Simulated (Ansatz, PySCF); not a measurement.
Species: silicon monoxide, SiO, net charge 0, singlet state. 
Geometry from a B3LYP-D3(BJ)/def2-TZVP (Ansatz, a program for electronic structure) optimisation:
```xyz
2

Si     0.0000     0.0000    -0.5502
O      0.0000     0.0000     0.9629
```
Charge 0, spin multiplicity 1.

Property: vertical ionisation energy (to the doublet state of charge +1; each state is the SCF solution reached for its spin; for the doublet the Hartree-Fock reference is unstable and T1 is 0.078), in eV. Valence correlation only, unless marked. Open shells are spin-unrestricted. Spin-orbit coupling is left out. Non-relativistic. 

```tsv
level	program	vertical ionisation energy (eV)
B3LYP/def2-TZVPD	Ansatz	11.48
CCSD/aug-cc-pV(T+d)Z	Ansatz	11.47
CCSD(T)/aug-cc-pV(D+d)Z	Ansatz	11.47
CCSD(T)/def2-SVPD	Ansatz	11.48
CCSD(T)/aug-cc-pV(T+d)Z	Ansatz	11.55
CCSD(T)/def2-TZVPPD	Ansatz	11.53
```

For comparison, minus the highest occupied orbital energy (PySCF): 11.91 eV at HF/def2-TZVPD, 8.12 eV at TPSSh/def2-TZVPD, 7.59 eV at TPSS/def2-TZVPD.
